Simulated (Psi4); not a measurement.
Psi4 input (wB97X-D/6-31G*):

```
memory 1500 MB

molecule {
1 1
O     0.44187469    1.33485861    0.12974526
C    -0.05433681    0.28429606    0.03240259
N     1.01706973   -0.94595571   -0.13354246
C    -1.45221658   -0.19963021    0.02418072
H     0.82672373   -1.72574334    0.50046318
H    -2.11892134    0.65910120    0.05169695
H    -1.64770358   -0.79921607   -0.86796571
H    -1.63131075   -0.83031322    0.89974415
H     1.94584384   -0.56465997    0.06579244
H     1.01020268   -1.30434259   -1.09239559
symmetry c1
no_reorient
no_com
}

set {
  basis 6-31G*
  reference rks
  scf_type pk
  dft_radial_points 99
  dft_spherical_points 590
  e_convergence 1e-8
  d_convergence 1e-7
  maxiter 150
}

e = energy('wb97x-d')
print_out(f'\nFINAL {e:.10f} DIPOLE {variable("CURRENT DIPOLE")[0]:.6f} {variable("CURRENT DIPOLE")[1]:.6f} {variable("CURRENT DIPOLE")[2]:.6f}\n')
```

Problem. What final total energy does it give?

Solution. -209.46850 Eh.
